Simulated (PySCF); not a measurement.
Gas-phase reaction: SiN + 3 H = H₂SiNH

Method: PySCF energies (xtb for GFN2) plus ideal-gas RRHO corrections (1 bar). † marks an energy on the PBE0/def2-TZVP geometry and frequencies; other levels use their own. Open shells (unrestricted): SiN (multiplicity 2), H (multiplicity 2); the rest are closed-shell singlets. GFN2 has no spin-polarisation term. H₂SiNH: computed as isolated molecules; such fragments, hydroxides, amides, oligomers or adducts are transient or little studied in the gas.

```json
[
 {"level": "GFN2-xTB", "ΔH°(298 K), kJ": "?"},
 {"level": "M06-2X/def2-TZVP†", "ΔH°(298 K), kJ": "?"},
 {"level": "PBE0/def2-SVP†", "ΔH°(298 K), kJ": "-948"},
 {"level": "PBE0/def2-TZVP", "ΔH°(298 K), kJ": "-954"},
 {"level": "ωB97M-V/def2-TZVP†", "ΔH°(298 K), kJ": "-973"}
]
```

Question: What belongs in the gaps?

Answer: 
- GFN2-xTB, ΔH°(298 K), kJ: -1142
- M06-2X/def2-TZVP†, ΔH°(298 K), kJ: -963
